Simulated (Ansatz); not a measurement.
Compare A (`CCNN`) with its isomer B (`CC(N)N`).

Calculated with Ansatz (gas phase, PBE0-D4/def2-TZVP geometries, no zero-point term in ΔE). CCSD(T)/CBS is the MP2 limit (def2-TZVPP, def2-QZVPP) plus CCSD(T) − MP2 in def2-TZVPP, frozen cores. DFT in def2-TZVPP. One conformer a species, not always the lowest.

A:

Z-matrix (Å, degrees):
```
C
C 1 1.521
H 1 1.093 2 110.9
H 1 1.093 2 111.0 3 119.5
H 1 1.095 2 111.1 3 -120.7
N 2 1.450 1 115.6 3 61.1
H 2 1.093 1 109.9 3 -60.2
H 2 1.095 1 110.0 3 -177.9
N 6 1.412 2 111.5 1 -61.8
H 6 1.016 2 109.7 1 62.2
H 9 1.010 6 108.5 2 -151.0
H 9 1.015 6 112.9 2 88.7
```

B:

Z-matrix (Å, degrees):
```
C
C 1 1.521
H 1 1.095 2 111.5
H 1 1.092 2 110.6 3 119.9
H 1 1.093 2 109.8 3 -120.0
N 2 1.450 1 114.9 3 -179.1
N 2 1.450 1 109.0 3 61.9
H 2 1.103 1 108.1 3 -61.1
H 6 1.012 2 110.7 1 60.7
H 6 1.015 2 109.1 1 -58.0
H 7 1.012 2 111.2 1 -57.7
H 7 1.013 2 109.6 1 -177.6
```

**Question.** Which isomer does CCSD(T)/CBS put lower? Give the gap. (Best estimate.)

**Answer.** Ansatz gave: B, by 114.6 kJ/mol.

**Question.** Give E(B) − E(A) in kJ/mol with CCSD/def2-TZVPP, LDA (SPW92), ωB97M-V, CCSD(T)/def2-SVP, HF/def2-TZVPP, PBE-D4, BLYP-D4. (Estimate.)

**Answer.** Computed: CCSD/def2-TZVPP -113.3, LDA (SPW92) -108.1, ωB97M-V -109.8, CCSD(T)/def2-SVP -107.0, HF/def2-TZVPP -111.3, PBE-D4 -103.9, BLYP-D4 -103.0. None reverses the order clearly.

**Question.** Does the order hold for the free energy at 298.15 K (harmonic terms from PBE0-D4)? (An estimate is asked.)

**Answer.** Ansatz gave: Yes: G(B) − G(A) = -113.9 kJ/mol, for one conformer each.

Largest T1 diagnostic: 0.009.

From BLYP to BHLYP (50 % exact exchange), in def2-TZVPP and without D4, E(B) − E(A) moves by −7.6 kJ/mol. Leaving LDA and LC-ωPBE aside and taking each functional with its dispersion term where it has one, the values, not all of them listed here, spread over 10.6 kJ/mol, from PBE-QIDH to BLYP-D4. LDA lies −4.8 kJ/mol from PBE without D4.
